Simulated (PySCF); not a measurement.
Species: 1,2-dichloroethane, C₂H₄Cl₂.
Structure used (PBE0-D3(BJ)/def2-TZVP), in Å, numbered top down from 1:
```xyz
8
C2H4Cl2 angstrom
Cl    -1.5102    1.2128    0.9244
C     -0.6922   -0.1975    0.2065
C      0.6993    0.1970   -0.2153
Cl     1.5175   -1.2129   -0.9324
H     -1.2860   -0.5255   -0.6447
H     -0.6702   -0.9844    0.9580
H      0.6767    0.9839   -0.9669
H      1.2924    0.5264    0.6359
```

Computed with PySCF at wB97X-D/pcSseg-2, non-relativistic, on one gas-phase PBE0-D3(BJ)/def2-TZVP geometry that isn't relaxed in the solvent. The solvent is an IEF-PCM continuum (cavity from Bondi-type radii × 1.2). Specific hydrogen bonds and non-electrostatic terms are outside this model.

Gas phase at wB97X-D/pcSseg-2: HOMO -10.61 eV, LUMO 2.07 eV, dipole 0.00 D.

Q: What does the continuum do to the energy, the frontier levels and the dipole at wB97X-D/pcSseg-2 in chloroform?

A: 
| solvent | ε | E(solvent) − E(gas) (kcal/mol) | polarisation term (kcal/mol) | distortion of the solute (kcal/mol) | HOMO (eV) | LUMO (eV) | dipole (D) |
| --- | --- | --- | --- | --- | --- | --- | --- |
| chloroform | 4.711 | -2.72 | -3.00 | 0.28 | -10.54 | 2.17 | 0.00 |

The polarisation term is half the interaction of the solute with the surface charges that it induces; the rest is the cost of distorting the solute's density. The sum is the electrostatic part of solvation alone. Charge and dipole vanish, so a point-dipole model would give no lowering at all.

wB97X-D is run here without its empirical dispersion term; that term would change no orbital, density or response property at a fixed geometry.
